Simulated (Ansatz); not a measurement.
**BNH4 (singlet): the correlation ladder at a displaced geometry (v1), cc-pVDZ**

One table from this session's results is given with a row withheld; the runs are named, their logs left out.

Computed with Ansatz 0.2.0, Gaussian basis. Level: cc-pVDZ, core rule «outside noble gas», up to 2 orbitals frozen.

To be run: UHF; CCSD(T) on RHF; BCCD(T) on RHF; CISD; CCSDT(Q) on RHF.

10 further runs of the same task are left out: 1 for a known fault of the program, 2 that didn't finish, 7 set aside as unsound or not needed.

## What is computed

The geometry is a PBE0/def2-TZVP stationary point (not a proven minimum) with its atoms shifted at random (size 0.040 Å).

6 atoms, charge 0, spin multiplicity 1.

Atoms are counted from 1 here; the program's logs count them from 0.

Bond lengths: B1–N2 1.396 Å, B1–H3 1.212 Å, B1–H4 1.204 Å, N2–H5 1.057 Å, N2–H6 1.022 Å. Angles: N2–B1–H3 116.4°, N2–B1–H4 116.9°, H3–B1–H4 126.7°, B1–N2–H5 125.0°, B1–N2–H6 125.1°, H5–N2–H6 109.4°.

Set-up of the first run:

Input file in.yaml:

```yaml
crystal:
  periodic: [false, false, false]
  atoms:
    - {symbol: B, position_ang: [0.005326, 0.007713, 0.779259]}
    - {symbol: N, position_ang: [0.004493, -0.008430, -0.616864]}
    - {symbol: H, position_ang: [0.052457, 1.097784, 1.305908]}
    - {symbol: H, position_ang: [-0.050320, -1.058838, 1.335710]}
    - {symbol: H, position_ang: [-0.092704, 0.845596, -1.232423]}
    - {symbol: H, position_ang: [-0.028994, -0.850124, -1.195239]}
basis:
  gaussian: {orbitals: cc-pVDZ}
magnetization: {spin_polarized: true, initial_magnetization: 0}
hamiltonian: {xc: hf}
output: {orbitals: {seedname: orbitals}}
```

Launch:

```sh
ansatz run in.yaml --threads 1 --pin off --events-out ev --progress --plain --max-ram 2176MiB
```

Among the steps run: UHF; CCSD(T) on RHF; BCCD(T) on RHF; CISD; CCSDT(Q) on RHF.

One of the session's tables, all rows but one given; the rest of the session is left out.

```
   method  from RCCSDT(Q) (meV)
      RHF               +8273.3
     RMP2               +1004.4
     CISD                +846.6
    RCCSD                +235.4
 RCCSD(T)                 +31.4
  BCCD(T)                 +31.6
   RCCSDT                     ?
RCCSDT(Q)                     0
```

Q: Estimate the row for RCCSDT from the others.

**Answer.** from RCCSDT(Q) (meV): +15.3. In the column «from RCCSDT(Q) (meV)» it lies between RCCSDT(Q) (0) and RCCSD(T) (+31.4).
